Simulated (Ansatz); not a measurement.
A made-up structure of AlSiH$_{6}$O (charge +1), singlet:

```
9
angstrom
Al 0.4703 -0.2245 -0.2669
O -0.6336 -0.1105 -1.7430
Si 0.2051 0.2085 1.4413
H -1.4869 0.2554 -1.4621
H -0.1346 -0.4422 -2.5058
H 1.8529 -0.7887 -0.5506
H 1.2514 1.2041 1.7273
H 0.3565 -1.0641 2.1663
H -1.1667 0.7373 1.3833
```

It is relaxed with PBE-D4/def2-SVP and then PBE0-D4/def2-TZVP (Ansatz 0.2.0). Atoms count as bonded within 1.22 times the sum of their covalent radii (H–H: 0.88 Å). The end point is not checked to be a true minimum.

Problem. Does its bonding change? (A judgement: the text doesn't fix the answer.)

Solution. The calculation gives: No: no bond forms or breaks.

Where it ends: The first stage lowers the energy by 5.40 eV in 10 steps. It ends as AlSiH₆O ([OH2][AlH][SiH3]), total charge +1:
```xyz
9
angstrom
Al 0.8846 -0.4200 -0.4743
O -0.4951 -0.1632 -1.7598
Si 0.1298 0.2942 1.7364
H -1.3778 0.1970 -1.5936
H -0.4020 -0.3832 -2.6986
H 2.0053 -1.0154 -1.3921
H 1.0523 1.3627 2.1862
H 0.1735 -0.8977 2.6154
H -1.2562 0.8009 1.5702
```

Labels in which every atom is bracketed show which atoms are joined, not bond orders.

For scale, one of the runs: PBE0-D4/def2-TZVP relaxation, 141 basis functions, launched by `ansatz run in.yaml --threads 2 --pin off --events-out ev --progress --plain --max-ram 4352MiB`. Hardware: 2 CPU threads of an Arm Neoverse V1, shared host. Wall time about 19 s.
